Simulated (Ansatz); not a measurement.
Relaxation of B₂H₄N (7 atoms, charge 0, multiplicity 2), to a largest force component of 0.015 eV/Å in at most 40 steps.

Computed with UKS PBE/cc-pVDZ in Ansatz 0.2.0.

```xyz
7
Properties=species:S:1:pos:R:3:forces:R:3
B -0.862 0.044 -0.734 -0.29 -0.48 3.33
N -0.425 -0.795 0.395 2.28 2.52 -0.86
B 0.929 -0.305 0.794 -1.81 -0.67 -1.88
H -1.626 -0.347 -1.506 -0.46 -1.03 -1.70
H -0.936 1.257 -0.623 0.42 0.18 0.14
H 1.057 0.675 1.480 -0.28 0.12 0.58
H 1.924 -0.597 0.149 0.15 -0.63 0.38
```

Q: Where does it end, and by what steps?

A: It converged. The force dipped under the threshold on the way, but the program's further checks kept it going. After 16 steps the energy has fallen by 1.339 eV; H5 moved furthest, 1.00 Å.

```
step  energy less start (eV)  largest force component (eV/Å)  accepted
   0                  0.0000                           3.334       yes
   1                 -0.5964                           2.285       yes
   2                 -0.8660                           0.953       yes
   3                 -1.0119                           0.692       yes
   4                 -1.1318                           0.422       yes
   5                 -1.2485                           0.303       yes
   6                 -1.3140                           0.150       yes
   7                 -1.3372                           0.014       yes
   8                 -1.3369                           0.078        no
   9                 -1.3374                           0.035       yes
  10                 -1.3378                           0.003       yes
  11                 -1.3380                           0.042       yes
  12                 -1.3378                           0.047        no
  13                 -1.3381                           0.026       yes
  14                 -1.3383                           0.044       yes
  15                 -1.3386                           0.020       yes
  16                 -1.3387                           0.005       yes
```

```xyz
7
Properties=species:S:1:pos:R:3
B -1.121 0.211 -0.750
N 0.008 -0.008 -0.005
B 1.139 -0.230 0.737
H -1.356 -0.475 -1.737
H -1.909 1.095 -0.437
H 1.513 0.596 1.560
H 1.788 -1.257 0.587
```

The run took 33 s on 1 thread of Arm Neoverse V1 (shared host), peak memory 0.12 GiB.
